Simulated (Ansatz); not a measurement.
`C[Si]N`. The species carries charge 0 and has multiplicity 1.

Z-matrix (Å, degrees):
```
C
Si 1 1.904
H 1 1.094 2 110.7
H 1 1.094 2 115.0 3 123.8
H 1 1.098 2 107.9 3 -115.7
N 2 1.709 1 98.7 3 -143.5
H 6 1.008 2 121.7 1 -178.3
H 6 1.010 2 126.1 1 1.4
```

**Question.** What are the harmonic wavenumbers in cm⁻¹ at PBE0-D4/def2-TZVP (Ansatz, finite differences of forces, unscaled)? (Estimate.)

**Answer.** The calculation gave: 41, 285, 496, 552, 640, 701, 720, 834, 886, 1250, 1427, 1445, 1584, 3018, 3095, 3122, 3564, 3676.

**Question.** Is this a minimum?

**Answer.** Yes, all 18 modes are real.

**Question.** Give the ideal-gas thermochemistry at 298.15 K and 1 bar (rigid rotor, harmonic oscillator; point group C1, symmetry number 1).

**Answer.** Zero-point energy 163.5 kJ/mol; H(298) − E = 179.3 kJ/mol; entropy 296.8 J/(mol·K), of which translation 159.7, rotation 98.2, vibration 38.8; G(298) − E = 90.8 kJ/mol. Modes under 100 cm⁻¹ are hindered rotations or soft bends, so the harmonic entropy is rough.

**Question.** And at 400, 500, 600, 800 and 1000 K?

**Answer.** 
```tsv
T (K)	H − E (kJ/mol)	S (J/mol/K)	G − E (kJ/mol)
400	187.7	321.2	59.3
500	197.4	342.6	26.1
600	208.0	361.9	-9.2
800	231.6	395.8	-85.0
1000	257.7	424.8	-167.2
```
